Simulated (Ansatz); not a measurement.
## Cost against result

The pair of NH3 (SMILES N, atoms 1–4) and SiH3Cl (SMILES [SiH3]Cl, atoms 5–9), both closed shells, in one local arrangement (a lower one may exist), relaxed at PBE0-D4/def2-TZVP:

```xyz
9
angstrom
N 0.0946 -0.1456 -2.1691
H -0.7324 0.3961 -1.9530
H 0.0706 -0.9817 -1.5987
H 0.9003 0.3958 -1.8831
Si -0.0748 0.1962 1.5388
Cl 0.0572 -1.8285 1.2041
H -1.2996 0.7058 0.8819
H 1.1292 0.8491 0.9775
H -0.1452 0.4130 3.0017
```

Interaction energies are counterpoise-corrected; the time is that of the whole pair.

Program: Ansatz 0.2.0. Basis: as named in each row. Cores are frozen in the correlated methods. B3LYP uses VWN-RPA correlation. Extrapolation: Hartree–Fock as exp(−7.88 √X), correlation as X^−2.97.

Times are rough, for one single point on 4 threads of a shared host (Arm Neoverse V1).

The estimate by CCSD(T) at an estimated basis limit (MP2 extrapolated from triple and quadruple zeta, plus CCSD(T) − MP2 in triple zeta) is -5.1 kJ/mol.

```json
{"method": "HF", "basis": "STO-3G", "time (s)": "under 1", "interaction energy (kJ/mol)": "5.0", "method less estimate": "10.2"}
{"method": "PBE-D4", "basis": "STO-3G", "time (s)": "under 1", "interaction energy (kJ/mol)": "-2.6", "method less estimate": "2.6"}
{"method": "SPW92", "basis": "def2-SVP", "time (s)": "under 1", "interaction energy (kJ/mol)": "-10.4", "method less estimate": "-5.3"}
{"method": "B3LYP-D4", "basis": "6-31G", "time (s)": "under 1", "interaction energy (kJ/mol)": "-4.2", "method less estimate": "0.9"}
{"method": "PBE-D4", "basis": "def2-SVP", "time (s)": "under 1", "interaction energy (kJ/mol)": "-6.9", "method less estimate": "-1.8"}
{"method": "PBE0-D4", "basis": "def2-SVP", "time (s)": "under 1", "interaction energy (kJ/mol)": "-5.9", "method less estimate": "-0.8"}
{"method": "CCSD(T)", "basis": "def2-SVP", "time (s)": "1", "interaction energy (kJ/mol)": "1.0", "method less estimate": "6.1"}
{"method": "PBE-D4", "basis": "def2-TZVPPD", "time (s)": "2", "interaction energy (kJ/mol)": "-6.9", "method less estimate": "-1.8"}
{"method": "revPBE-D4", "basis": "def2-TZVPPD", "time (s)": "2", "interaction energy (kJ/mol)": "-5.3", "method less estimate": "-0.2"}
{"method": "BLYP-D4", "basis": "def2-TZVPPD", "time (s)": "2", "interaction energy (kJ/mol)": "-4.9", "method less estimate": "0.3"}
{"method": "PBE0-D4", "basis": "def2-TZVPPD", "time (s)": "2", "interaction energy (kJ/mol)": "-6.2", "method less estimate": "-1.0"}
{"method": "HSE06-D4", "basis": "def2-TZVPPD", "time (s)": "2", "interaction energy (kJ/mol)": "-6.1", "method less estimate": "-1.0"}
{"method": "B3LYP-D4", "basis": "def2-TZVPPD", "time (s)": "2", "interaction energy (kJ/mol)": "-5.3", "method less estimate": "-0.2"}
{"method": "wB97M-V", "basis": "def2-SVP", "time (s)": "2", "interaction energy (kJ/mol)": "-4.1", "method less estimate": "1.0"}
{"method": "r2SCAN-D4", "basis": "def2-TZVPPD", "time (s)": "3", "interaction energy (kJ/mol)": "-6.3", "method less estimate": "-1.2"}
{"method": "B2PLYP", "basis": "def2-TZVPPD", "time (s)": "4", "interaction energy (kJ/mol)": "-0.7", "method less estimate": "4.4"}
{"method": "wB97X-V", "basis": "def2-TZVPPD", "time (s)": "6", "interaction energy (kJ/mol)": "-5.3", "method less estimate": "-0.1"}
{"method": "wB97M-V", "basis": "def2-TZVPPD", "time (s)": "6", "interaction energy (kJ/mol)": "-5.4", "method less estimate": "-0.2"}
{"method": "B97M-V", "basis": "def2-TZVPPD", "time (s)": "7", "interaction energy (kJ/mol)": "-5.9", "method less estimate": "-0.8"}
{"method": "MP2", "basis": "def2-QZVPPD", "time (s)": "12", "interaction energy (kJ/mol)": "-4.5", "method less estimate": "0.7"}
{"method": "CCSD(T)", "basis": "def2-TZVPPD", "time (s)": "58", "interaction energy (kJ/mol)": "-3.8", "method less estimate": "1.3"}
```

T1 diagnostic: at most 0.009.
